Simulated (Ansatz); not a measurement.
Basis-set extrapolation for C2H5Mg, SMILES `C[CH2][Mg]` radical (PBE0-D4/def2-TZVP geometry, frozen core, the Gaussian-basis code of Ansatz). Multiplicity 2, UHF reference. For Mg the program correlates outer-core shells too, which these sets cover unevenly, so the extrapolated numbers aren't a true limit.

```json
{"": "HF", "def2-TZVPP": "-278.245704", "def2-QZVPP": "-278.258070"}
{"": "MP2 correlation", "def2-TZVPP": "-0.544240", "def2-QZVPP": "-0.603372"}
{"": "CCSD(T) correlation", "def2-TZVPP": "-0.595795", "def2-QZVPP": "not run"}
```

Energies in hartree. Use E(X) = E(∞) + A·exp(−7.88·√X) for Hartree–Fock and E(X) = E(∞) + B·X^(−2.97) for correlation, with X = 3 and 4, and add CCSD(T) minus MP2 of the smaller set to the MP2 limit.

Task: What is the CCSD(T) energy at the basis-set limit?

Result: HF limit: -278.258070 + (-0.012366) × 0.13774 = -278.25977. MP2 limit: -0.603372 + (-0.059132) × 0.74074 = -0.64717. Higher-order term: -0.595795 − (-0.544240) = -0.05156. Total: -278.95850 hartree, 73.4 kcal/mol below CCSD(T)/def2-TZVPP.
